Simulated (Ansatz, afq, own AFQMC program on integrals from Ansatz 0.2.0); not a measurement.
## CHB, singlet in 6-31G, levels against full CI

```xyz
3

B     0.0000    0.0637    0.6458
C     0.0000   -0.1038   -0.4696
H     0.0000    0.5531   -1.3309
```

Connectivity, by distances: B–CH.

Basis 6-31G. Noble-gas cores (and the filled d shells of Ga–Kr and In–Xe) are frozen. Ansatz 0.2.0 and our own AFQMC program on the same integrals; the CISD trial comes from CCSD amplitudes, and released means the phaseless constraint is let go. Uncertainties: one standard error, sampling alone.

Determinant: UHF, the one that the program's search chose, which needn't be the lowest solution. The geometry is a point of a scan.

Full CI on the same integrals is exact in this basis and with this determinant's frozen core.

Cautions: higher spins were not checked; an unrestricted solution with more broken spin lies lower (1.86 eV, ⟨S²⟩ 1.06), while this determinant keeps restricted orbitals; strong correlation (T1 0.139, weight of the determinant 0.66, largest double 0.33); (T) is large, 8 % of the CCSD correlation; the released energies are still falling, so no released level is given (meV from the phaseless value at times in 1/Eh: -4 ± 4 at 0.24, -11 ± 4 at 0.51, -20 ± 3 at 0.99, -27 ± 4 at 1.62, -38 ± 3 at 2.40).

The T1 diagnostic is 0.1391, the weight of the determinant in the CISD state is 0.658 and the ⟨S²⟩ of the determinant is 0.000. The size of the correlated space is 8 electrons in 18 orbitals.

Reference: full CI, correlation energy -4.975 eV. The cautions show a poor starting determinant, so the rows tell how each method copes with it here, and full CI is the sure value.

| level | E − E(reference) (mEh) | share of correlation (%) |
| --- | --- | --- |
| HF | 182.81 | 0.00 |
| MP2 | 36.89 | 79.82 |
| CCSD | 10.98 | 93.99 |
| CCSD(T) | -2.61 | 101.43 |
| CCSDT | 0.78 | 99.57 |
| CCSDT(Q) | -0.69 | 100.38 |
| CCSDTQ | 0.07 | 99.96 |
| ph-AFQMC/CISD | 1.90 ± 0.17 | 98.96 |

CCSDT and higher add their correlation energy to the determinant of the CCSD(T) run, since their own runs factorise the integrals more tightly (a shift of under 2 meV). A walk keeps the symmetry of its determinant, which the program's search chose and which needn't be the lowest solution, so a lower state of the same spin and another symmetry isn't excluded.
